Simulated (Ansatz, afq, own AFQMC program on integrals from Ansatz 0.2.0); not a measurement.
**The Si2–H4 bond of SiH$_{4}$O, singlet, worked out**

```xyz
6

O     0.6476   -1.0455    0.4249
Si   -0.0343    0.3457   -0.1869
H     0.0659   -1.6373    0.9099
H    -1.1337    0.0500   -1.1598
H     1.0600    1.0754   -0.8814
H    -0.6054    1.2116    0.8932
```

The molecule and both fragments are relaxed with PBE0/def2-SVP; the fragments keep their bonds.

Basis def2-TZVP. Only valence electrons are correlated. Ansatz 0.2.0 and our own AFQMC program on the same integrals; the CISD trial comes from CCSD amplitudes, and released means the phaseless constraint is let go. Uncertainties: one standard error, sampling alone.

Total energies in eV. CBS is CCSD(T) at the limit of def2-TZVPP/QZVPP (extrapolated itself); the highest rung of each member is named.

Cautions: SiH₄O (singlet): released walk and highest rung disagree (by 13 meV at 2.40 1/Eh).

| member | count | CCSD(T)/def2-TZVP | highest rung in def2-TZVP | which | CCSD(T)/CBS |
| --- | --- | --- | --- | --- | --- |
| SiH₃O, doublet | +1 | -9958.2049 | -9958.2387 | CCSDT(Q) | -9960.1723 |
| H (doublet) | +1 | -13.6005 | -13.6005 | FCI | -13.6059 |
| SiH₄O, singlet | -1 | -9975.9196 | -9975.9498 | CCSDT(Q) | -9978.0251 |

Question: Work out the best estimate of the bond energy: the CCSD(T)/CBS difference plus the step from CCSD(T) to the highest rung.

Answer: Sums with the counts: CCSD(T)/CBS 4.2469 eV, highest rung 4.1106 eV, CCSD(T)/def2-TZVP 4.1142 eV. The step is 4.1106 − 4.1142 = -0.0036 eV, so the best estimate is 4.2469 + (-0.0036) = 4.2433 eV = 409.4 kJ/mol. The basis set is worth 0.133 eV of it. Zero-point, core-correlation and spin–orbit terms aren't in it. Past Ne the Hartree–Fock part of each CBS total tends to overshoot, since the cores don't follow the formula; that largely cancels in the difference.

Best estimates are given only where the step beyond CCSD(T) is under 0.3 eV and no member's determinant is very poor (T1 over 0.05, or 0.07 for open shells, ⟨S²⟩ too high by 0.3, two states mixed), so the hardest cases are missing from such tables.

CCSDT and higher add their correlation energy to the determinant of the CCSD(T) run, since their own runs factorise the integrals more tightly (a shift of under 2 meV). Each member of a difference takes its own highest rung, so a best estimate needn't equal the limit plus the step of one row.
